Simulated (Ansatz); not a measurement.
**BSiH6 (doublet): the correlation ladder at distance B1–H4 along a hydrogen transfer = 1.976 Å, cc-pVDZ**

Aim: climb from Hartree-Fock through coupled cluster and multireference methods for BSiH6 (doublet) at one geometry and basis, and see what each rung misses.

Method: cc-pVDZ, core rule «outside noble gas», up to 6 orbitals frozen; program: Ansatz 0.2.0, Gaussian basis.

The runs, in order: UHF; CCSD(T) on ROHF; CCSD(T) on UHF; BCCD(T) on ROHF; CISD; CCSDT(Q) on ROHF; CCSDT(Q) on UHF; CASSCF and MRCISD+Q, 3 electrons in 3 orbitals; CASSCF and NEVPT2, 3 electrons in 3 orbitals; CASSCF and MRCISD+Q, 9 electrons in 9 orbitals; CASSCF and NEVPT2, 9 electrons in 9 orbitals.

## (1) The system

The geometry derives from fragments relaxed apart (PBE0/def2-TZVP) and kept rigid, so it is no stationary point. A hydrogen atom is moved between rigid fragments.

8 atoms, charge 0, spin multiplicity 2.

Atoms are counted from 1 here; the program's logs count them from 0.

Bond lengths: B1–H2 1.193 Å, B1–H3 1.193 Å, H4–Si5 1.440 Å, Si5–H6 1.486 Å, Si5–H7 1.486 Å, Si5–H8 1.486 Å. Angles: H2–B1–H3 120.0°, H4–Si5–H6 107.6°, H4–Si5–H7 107.6°, H4–Si5–H8 107.6°, H6–Si5–H7 111.3°, H6–Si5–H8 111.3°, H7–Si5–H8 111.3°.

## (2) UHF

in.yaml

```yaml
crystal:
  periodic: [false, false, false]
  atoms:
    - {symbol: B, position_ang: [-2.412302, 0.000000, 0.000001]}
    - {symbol: H, position_ang: [-3.009035, 1.033572, 0.000000]}
    - {symbol: H, position_ang: [-3.009035, -1.033571, 0.000001]}
    - {symbol: H, position_ang: [-0.436302, 0.000000, 0.000000]}
    - {symbol: Si, position_ang: [1.003698, 0.000000, 0.000000]}
    - {symbol: H, position_ang: [1.453671, -1.416253, 0.000000]}
    - {symbol: H, position_ang: [1.453672, 0.708126, -1.226512]}
    - {symbol: H, position_ang: [1.453673, 0.708127, 1.226511]}
basis:
  gaussian: {orbitals: cc-pVDZ}
magnetization: {spin_polarized: true, initial_magnetization: 1}
hamiltonian: {xc: hf}
output: {orbitals: {seedname: orbitals}}
```

Run with:

```sh
$ ansatz run in.yaml --threads 1 --pin off --events-out ev --progress --plain --max-ram 3968MiB --backend cpu
```

The runs that follow: CCSD(T) on ROHF; CCSD(T) on UHF; BCCD(T) on ROHF; CISD; CCSDT(Q) on ROHF; CCSDT(Q) on UHF; CASSCF and MRCISD+Q, 3 electrons in 3 orbitals; CASSCF and NEVPT2, 3 electrons in 3 orbitals; CASSCF and MRCISD+Q, 9 electrons in 9 orbitals; CASSCF and NEVPT2, 9 electrons in 9 orbitals.

**Question.** What will the summary of the whole plan be? Wanted: UCCSDT(Q) below the RHF energy; RMP2 from UCCSDT(Q); UMP2 from UCCSDT(Q); RCCSD from UCCSDT(Q); RCCSD(T) from UCCSDT(Q); UCCSD(T) from UCCSDT(Q); RCCSDT(Q) from UCCSDT(Q); NEVPT2 frontier from UCCSDT(Q); T1 diagnostic.

The runs gave:

| quantity | value |
| --- | --- |
| UCCSDT(Q) below the RHF energy | -6.7531 eV |
| RMP2 from UCCSDT(Q) | +1544.6 meV |
| UMP2 from UCCSDT(Q) | +1541.2 meV |
| RCCSD from UCCSDT(Q) | +149.6 meV |
| RCCSD(T) from UCCSDT(Q) | +32.3 meV |
| UCCSD(T) from UCCSDT(Q) | +32.4 meV |
| RCCSDT(Q) from UCCSDT(Q) | +0.3 meV |
| NEVPT2 frontier from UCCSDT(Q) | +1481.5 meV |
| levels within 1 kcal/mol (43 meV) | RCCSD(T), UCCSD(T), BCCD(T), RCCSDT, UCCSDT, RCCSDT(Q) |
| T1 diagnostic | 0.015 |

**Reading.** RCCSD(T) lands +32.3 meV from the yardstick (0.5 % of the correlation energy). These misses are within one basis, not against nature; the frozen cores of restricted and unrestricted runs differ, which can shift their rows.
